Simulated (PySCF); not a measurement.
Ligands exchanged one at a time, B Cl-H. All species are isolated molecules in the gas phase. Strings in code marks are SMILES.

The dipole moment from two functionals at the same geometries (r2SCAN-D4/def2-TZVP), both in PySCF: PBE-D3(BJ)/def2-TZVP and r2SCAN-D4/def2-TZVP. 

| species | PBE-D3(BJ)/def2-TZVP (D) | r2SCAN-D4/def2-TZVP (D) |
|---|---|---|
| 0 of 3 Cl replaced by H (`ClB(Cl)Cl`) | 0.00 | 0.00 |
| 1 of 3 Cl replaced by H | 0.34 | 0.43 |
| 2 of 3 Cl replaced by H | 0.39 | 0.52 |
| 3 of 3 Cl replaced by H (`B`) | 0.00 | 0.00 |

Over these rows, drawn at random from the members with no instability flagged (it was tested for open shells, ions and some series alone), PBE minus r2SCAN-D4: mean -0.05 D, from -0.13 D to 0.00 D.
